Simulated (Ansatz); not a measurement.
Relaxed structures of CH₅OS (charge +1), closed shell (PBE0-D4/def2-TZVP; forces vanish, vibrations not checked; lower isomers may exist, and structures with a doubtful reference or unclear bonds are left out; Å). Ansatz 0.2.0; basis: def2-TZVPP; cores frozen in the correlated methods.

Rank them by CCSD(T) energy, lowest first, and give each one's height above the lowest. Links in brackets join atoms within 1.22 times the sum of their covalent radii (1.1 for two metals). (An estimate is asked for; the value comes from the calculation.)
A.
CH₅OS ([CH3][OH][SH]), total charge +1
```
8
angstrom
C -0.5703 0.6738 -0.3275
O 0.7391 0.0395 -0.0298
S 0.9620 -0.9454 1.3706
H -1.2685 -0.1022 -0.6339
H -0.3685 1.3959 -1.1160
H -0.8653 1.1587 0.5983
H 1.2207 -0.2790 -0.8128
H 0.1509 -1.9414 0.9510
```
B.
CH₅OS ([CH3][O][SH2]), total charge +1
```
8
angstrom
C -0.4693 0.5959 -0.1540
O 0.8672 0.0318 0.0030
S 1.1441 -1.0342 1.1070
H -1.1710 -0.2011 -0.4044
H -0.3695 1.2960 -0.9792
H -0.7529 1.1148 0.7628
H 0.5813 -0.4988 2.2298
H 0.1256 -1.9316 0.9607
```
C.
CH₅OS ([OH][CH2][SH2]), total charge +1
```
8
angstrom
C 0.2195 -0.0908 0.6711
O 1.3454 0.0677 -0.0379
S -1.3672 0.4028 -0.3256
H -1.1580 -0.3487 -1.4286
H -0.8457 1.5206 -0.8787
H 0.1608 0.6270 1.4910
H 1.6438 -0.7533 -0.4483
H -0.0225 -1.1018 1.0075
```

Computed: C (0.000 eV), B (0.943 eV), A (1.089 eV). Heights count from the lowest.

No T1 diagnostic of these runs exceeds 0.013.

For scale, one of the runs: CCSD(T)/def2-TZVPP, 174 basis functions, launched by `ansatz run in.yaml --threads 2 --pin off --events-out ev --progress --plain --max-ram 4352MiB`. The run took 48 s on 2 CPU threads of an Arm Neoverse N1 (shared host), with 1.5 GiB of host memory at its peak.
